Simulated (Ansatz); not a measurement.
# BH₃+ (doublet): wave-function methods side by side, def2-QZVPP

The task here is to estimate one member of a computed series from the others.

Method: def2-QZVPP, core rule «outside noble gas», up to 1 orbitals frozen; program: Ansatz 0.2.0, Gaussian basis.

Plan: UHF; ROHF; CCSD(T) on UHF.

2 further runs of the same task are left out: 2 set aside as unsound or not needed.

**The geometry**

The geometry is a PBE0/def2-TZVP stationary point (not a proven minimum).

4 atoms, charge 1, spin multiplicity 2.

Atoms are counted from 1 here; the program's logs count them from 0.

Bond lengths: B1–H2 1.276 Å, B1–H3 1.174 Å, B1–H4 1.276 Å. Angles: H2–B1–H3 145.8°, H2–B1–H4 68.5°, H3–B1–H4 145.8°.

As a file:

```xyz
4

B     0.0000    0.0000    0.0681
H     0.0000    0.7178   -0.9866
H     0.0000    0.0000    1.2424
H     0.0000   -0.7178   -0.9866
```

Set-up of the first run:

File in.yaml:

```yaml
crystal:
  periodic: [false, false, false]
  atoms:
    - {symbol: B, position_ang: [0.000000, 0.000000, 0.068140]}
    - {symbol: H, position_ang: [0.000000, 0.717784, -0.986606]}
    - {symbol: H, position_ang: [0.000000, 0.000000, 1.242354]}
    - {symbol: H, position_ang: [0.000000, -0.717784, -0.986606]}
basis:
  gaussian: {orbitals: "def2-QZVPP.json"}
total_charge: 1
magnetization: {spin_polarized: true, initial_magnetization: 1}
hamiltonian: {xc: hf}
output: {orbitals: {seedname: orbitals}}
```

The run is started by

```bash
$ ansatz run in.yaml --threads 1 --pin off --events-out ev --progress --plain --max-ram 2393MiB
```

Steps of the session up to this table: UHF; ROHF; CCSD(T) on UHF.

One table of the session follows, with a row left open; its other results are not shown here.

```
  method  from UCCSD(T) (kcal/mol)
    ROHF                    +71.79
     UHF                    +68.87
    UMP2                    +12.90
   UCCSD                         ?
UCCSD(T)                         0
```

Estimate the missing values for UCCSD.

The run gave: from UCCSD(T) (kcal/mol): +1.30. In the column «from UCCSD(T) (kcal/mol)» it lies between UCCSD(T) (0) and UMP2 (+12.90).
